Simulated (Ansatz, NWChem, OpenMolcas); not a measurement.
# Strength of the C–H bond: C3H7 → C3H6 + H

Species: C3H7 (methylethyl) `C[CH]C`, doublet; C3H6 (propene) `C=CC`, singlet; H atom, doublet. 

Shapes, held fixed at every level: PBE0-D4/def2-TZVP. Programs: Ansatz 0.2.0, NWChem 7.3.0, OpenMolcas 26.06. A level may come from different programs for different species; with the same settings they agree closely. The zero-point and thermal change to 298 K, harmonic and unscaled (PBE0-D4/def2-TZVP), is -18.5 kJ/mol.

| level | kind | ΔH(298 K) (kJ/mol) | less CCSD(T)/CBS estimate |
| --- | --- | --- | --- |
| HF/cc-pVDZ | Hartree–Fock | +147.9 | -1.9 |
| PBE-D4/def2-TZVPP | GGA | +153.8 | +4.0 |
| B3LYP/6-31G* (spherical functions) | global hybrid | +166.4 | +16.6 |
| PBE0/def2-SVP | global hybrid | +167.7 | +17.9 |
| r2SCAN0-D4/def2-TZVPP | global hybrid | +182.1 | +32.3 |
| MP2/def2-SVP | perturbation theory | +134.7 | -15.1 |
| CCSD(T)/CBS estimate | coupled cluster or CI | +149.8 | 0.0 |

The highest level, CCSD(T)/CBS estimate, gives ΔH(298 K) = +149.8 kJ/mol; the levels span +134.7 to +182.1. A fragment pairs its electrons up again, so this isn't a typical strength of such a bond. The column of differences is taken from that level and isn't an error. No measured value is set beside it here. Open shells run unrestricted unless RO is named. The CBS estimate extrapolates MP2 from def2-TZVPP and def2-QZVPP and adds CCSD(T) − MP2 in the triple-zeta set, cores frozen.
